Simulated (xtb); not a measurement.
xtb input (GFN2-xTB):

```bash
xtb mol.xyz --gfn 2 --ohess tight --chrg 1 --uhf 0
```
mol.xyz:
```
9

C     -1.18915716    -0.40288178    -0.06920269
O     -0.98488160    -1.61513987    -0.09570445
O     -0.29227524     0.56893148    -0.05117519
H     -2.19108547     0.05350466    -0.04419474
C      1.09014249     0.09712724    -0.04445999
H      1.67095540     0.95693498    -0.07305463
H      1.28289533    -0.54730690     0.79738420
H      1.21859773    -0.50879208    -0.92235008
H     -0.46230534     1.33852955     0.60702183
```

Output:

```
           -------------------------------------------------
          |                Calculation Setup                |
           -------------------------------------------------

           -------------------------------------------------
          |                 G F N 2 - x T B                 |
           -------------------------------------------------

        Reference                      10.1021/acs.jctc.8b01176
      * Hamiltonian:
        H0-scaling (s, p, d)           1.850000    2.230000    2.230000
        zeta-weighting                 0.500000
      * Dispersion:
        s8                             2.700000
        a1                             0.520000
        a2                             5.000000
        s9                             5.000000
      * Repulsion:
        kExp                           1.500000    1.000000
        rExp                           1.000000
      * Coulomb:
        alpha                          2.000000
        third order                    shell-resolved
        anisotropic                    true
        a3                             3.000000
        a5                             4.000000
        cn-shift                       1.200000
        cn-exp                         4.000000
        max-rad                        5.000000

          ...................................................
          :                      SETUP                      :
          :.................................................:
          :  # basis functions                  21          :
          :  # atomic orbitals                  21          :
          :  # shells                           13          :
          :  # electrons                        24          :
          :  max. iterations                   250          :
          :  Hamiltonian                  GFN2-xTB          :
          :  restarted?                      false          :
          :  GBSA solvation                  false          :
          :  PC potential                    false          :
          :  electronic temp.          300.0000000     K    :
          :  accuracy                    1.0000000          :
          :  -> integral cutoff          0.2500000E+02      :
          :  -> integral neglect         0.1000000E-07      :
          :  -> SCF convergence          0.1000000E-05 Eh   :
          :  -> wf. convergence          0.1000000E-03 e    :
          :  Broyden damping             0.4000000          :
          :  net charge                          1          :
          :  unpaired electrons                  0          :
          ...................................................

 iter      E             dE          RMSdq      gap      omega  full diag
   1    -14.5002656 -0.145003E+02  0.561E+00    5.15       0.0  T
   2    -14.5468284 -0.465628E-01  0.348E+00    4.05       1.0  T
   3    -14.5513293 -0.450092E-02  0.206E+00    4.54       1.0  T
   4    -14.5551196 -0.379030E-02  0.287E-01    4.22       1.0  T
   5    -14.5554971 -0.377536E-03  0.110E-01    4.30       1.0  T
   6    -14.5555068 -0.968219E-05  0.189E-02    4.29       1.8  T
[...]
     1   6 C        3   8 O                                       1.4960676 (max)
     1   6 C        4   1 H                                       1.0920462
     3   8 O        5   6 C                                       1.4588202
     5   6 C        6   1 H                                       1.0889299
     5   6 C        7   1 H                                       1.0902272
     5   6 C        8   1 H                                       1.0903203
Molecule has no symmetry elements
It seems to be the C1 point group
     3   8 O        9   1 H                                       0.9812034 (min)

 * 3 distinct bonds (by element types)

   Z      Z             #   av. dist./Å        max./Å        min./Å
   1 H    6 C           4     1.0903809     1.0920462     1.0889299
   1 H    8 O           1     0.9812034     0.9812034     0.9812034
   6 C    8 O           3     1.3697480     1.4960676     1.1543562

           -------------------------------------------------
          |               Frequency Printout                |
           -------------------------------------------------
 projected vibrational frequencies (cm⁻¹)
eigval :       -0.00    -0.00    -0.00    -0.00     0.00     0.00
eigval :       88.76   235.78   248.98   475.78   637.36   668.56
eigval :      902.03   922.04  1034.20  1086.79  1185.68  1219.76
eigval :     1375.16  1401.25  1413.60  1932.37  2951.62  3032.20
eigval :     3044.43  3051.28  3225.34
 reduced masses (amu)
   1: 12.18   2: 11.78   3: 13.54   4: 13.99   5: 12.42   6:  9.60   7:  2.84   8:  8.10
   9: 11.17  10:  8.38  11:  9.42  12: 10.87  13:  8.03  14:  9.05  15:  3.46  16:  3.90
  17:  4.29  18:  2.37  19:  2.19  20:  1.54  21:  1.58  22: 13.24  23:  2.09  24:  1.51
  25:  1.79  26:  1.96  27:  1.88
 IR intensities (km·mol⁻¹)
   1: 38.37   2: 10.15   3: 13.04   4:  4.52   5: 20.22   6:  0.36   7:  1.53   8:  7.83
   9:  6.90  10:278.43  11:167.80  12: 63.55  13:  6.79  14: 25.89  15: 98.01  16:  1.64
  17: 82.41  18:  7.91  19: 23.52  20: 33.44  21: 35.91  22:310.94  23:  5.70  24:  0.74
  25:  9.69  26: 11.84  27:158.30
 Raman intensities (Ä⁴*amu⁻¹)
   1:  0.00   2:  0.00   3:  0.00   4:  0.00   5:  0.00   6:  0.00   7:  0.00   8:  0.00
   9:  0.00  10:  0.00  11:  0.00  12:  0.00  13:  0.00  14:  0.00  15:  0.00  16:  0.00
  17:  0.00  18:  0.00  19:  0.00  20:  0.00  21:  0.00  22:  0.00  23:  0.00  24:  0.00
  25:  0.00  26:  0.00  27:  0.00
 output can be read by thermo (or use thermo option).
 writing <g98.out> molden fake output.
 recommended (thermochemical) frequency scaling factor: 1.0
           -------------------------------------------------
          |             Thermodynamic Functions             |
           -------------------------------------------------

c1  symmetry found (for desy threshold:  0.10E+00) used in thermo

          ...................................................
          :                      SETUP                      :
          :.................................................:
          :  # frequencies                          21      :
          :  # imaginary freq.                       0      :
          :  linear?                             false      :
          :  only rotor calc.                    false      :
          :  symmetry                               c1      :
          :  rotational number                       1      :
          :  scaling factor                  1.0000000      :
          :  rotor cutoff                   50.0000000 cm⁻¹ :
          :  imag. cutoff                  -20.0000000 cm⁻¹ :
          :.................................................:

    mode    ω/cm⁻¹     T·S(HO)/kcal·mol⁻¹    T·S(FR)/kcal·mol⁻¹   T·S(vib)
   ------------------------------------------------------------------------
       1     88.76    -1.09935 ( 90.85%)    -0.88575 (  9.15%)    -1.07981
       2    235.78    -0.54695 ( 99.80%)    -0.59682 (  0.20%)    -0.54706
       3    248.98    -0.51812 ( 99.84%)    -0.58070 (  0.16%)    -0.51822
   ------------------------------------------------------------------------

   temp. (K)  partition function   enthalpy   heat capacity  entropy
                                   cal/mol     cal/K/mol   cal/K/mol   J/K/mol
 298.15  VIB   7.68                 1555.417     10.910      9.204
         ROT  0.369E+05              888.752      2.981     23.880
         INT  0.284E+06             2444.170     13.891     33.084
         TR   0.462E+27             1481.254      4.968     38.230
         TOT                        3925.4235    18.8591    71.3139   298.3773
Note: The following floating-point exceptions are signalling: IEEE_UNDERFLOW_FLAG IEEE_DENORMAL
normal termination of xtb

       T/K    H(0)-H(T)+PV         H(T)/Eh          T*S/Eh         G(T)/Eh
   ------------------------------------------------------------------------
    298.15    0.625556E-02    0.749035E-01    0.338835E-01    0.410200E-01
   ------------------------------------------------------------------------

         :::::::::::::::::::::::::::::::::::::::::::::::::::::
         ::                  THERMODYNAMIC                  ::
         :::::::::::::::::::::::::::::::::::::::::::::::::::::
         :: total free energy         -14.397390161035 Eh   ::
         ::.................................................::
         :: total energy              -14.438410134635 Eh   ::
         :: zero point energy           0.068647939176 Eh   ::
         :: G(RRHO) w/o ZPVE           -0.027627965575 Eh   ::
         :: G(RRHO) contrib.            0.041019973600 Eh   ::
         :::::::::::::::::::::::::::::::::::::::::::::::::::::

optimized geometry written to: xtbopt.xyz

           -------------------------------------------------
          | TOTAL ENERGY              -14.438410134635 Eh   |
          | TOTAL ENTHALPY            -14.363506634892 Eh   |
          | TOTAL FREE ENERGY         -14.397390161035 Eh   |
          | GRADIENT NORM               0.000502466056 Eh/α |
          | HOMO-LUMO GAP               4.870328256502 eV   |
           -------------------------------------------------

------------------------------------------------------------------------
------------------------------------------------------------------------
 total:
 SCF:
 ANC optimizer:
 analytical hessian:
```

It need not be the lowest isomer of its formula.
